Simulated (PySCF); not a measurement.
## Gas-phase thermal properties of AlCl3.NH3

Computed with PySCF (xtb for GFN2) and rigid-rotor harmonic-oscillator thermochemistry at 1 bar. 6-31G* has spherical d functions here. All species are closed-shell singlets. B3LYP is the form with VWN-RPA correlation. Adducts (AlCl3.NH3) have no counterpoise correction, and HF, PBE, BLYP, B3LYP and PBE0 lack dispersion. The harmonic model lacks anharmonicity and excited electronic states, which grow with temperature; levels with a mode under 35 cm⁻¹ are left out. Soft modes under 120 cm⁻¹ make the harmonic entropy rough for AlCl3.NH3.

```json
[
 {"level": "B3LYP/6-31G*", "point group": "C3v", "σ": "3", "ZPE (kJ/mol)": "116.4", "S°298 (J/mol/K)": "376.7", "Cp298 (J/mol/K)": "110.1", "S°1000 (J/mol/K)": "535.1", "H1000 − H298 (kJ/mol)": "94.7"},
 {"level": "GFN2-xTB", "point group": "C3v", "σ": "3", "ZPE (kJ/mol)": "106.4", "S°298 (J/mol/K)": "384.3", "Cp298 (J/mol/K)": "117.2", "S°1000 (J/mol/K)": "548.9", "H1000 − H298 (kJ/mol)": "97.9"},
 {"level": "HF/6-31G*", "point group": "C3v", "σ": "3", "ZPE (kJ/mol)": "124.4", "S°298 (J/mol/K)": "367.9", "Cp298 (J/mol/K)": "107.9", "S°1000 (J/mol/K)": "523.7", "H1000 − H298 (kJ/mol)": "93.1"},
 {"level": "PBE/def2-SVP", "point group": "C3v", "σ": "3", "ZPE (kJ/mol)": "111.8", "S°298 (J/mol/K)": "371.9", "Cp298 (J/mol/K)": "112.2", "S°1000 (J/mol/K)": "533.1", "H1000 − H298 (kJ/mol)": "96.3"},
 {"level": "PBE0/def2-TZVP", "point group": "C3v", "σ": "3", "ZPE (kJ/mol)": "116.2", "S°298 (J/mol/K)": "372.2", "Cp298 (J/mol/K)": "110.3", "S°1000 (J/mol/K)": "531.3", "H1000 − H298 (kJ/mol)": "95.0"}
]
```
σ: rotational symmetry number. Electronic degeneracy used: 1. Frequencies are unscaled.
